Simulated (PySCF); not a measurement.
**How methods differ on the ionisation energy of Mg**

Mg [Ne] 3s2 → Mg⁺ [Ne] 3s1 [3s1/2^1, M_J = 1/2], as a difference of total energies. All numbers are calculated (PySCF 2.14, the two-component X2C-1e Hamiltonian, in x2c-TZVPall-2c with one added diffuse shell each of s, p, d type (6s6p4d, 44 functions)). Correlated levels: [Ne] frozen. "Screened" scales the spin-orbit matrix elements by Boettger's factors to mimic the two-electron term; Breit and QED terms are absent.

```json
{"method": "GHF (screened spin-orbit)", "ionisation energy (eV)": "6.621", "error (eV)": "-1.025"}
{"method": "GMP2 (screened spin-orbit)", "ionisation energy (eV)": "7.215", "error (eV)": "-0.431"}
```

Reference: 7.646 eV (measured; NIST Atomic Spectra Database, ionization energies).

Errors of the correlated levels include the incompleteness of this basis and the frozen core.

MP2 underrates the near-degeneracy of ns² with np² in the lower species.
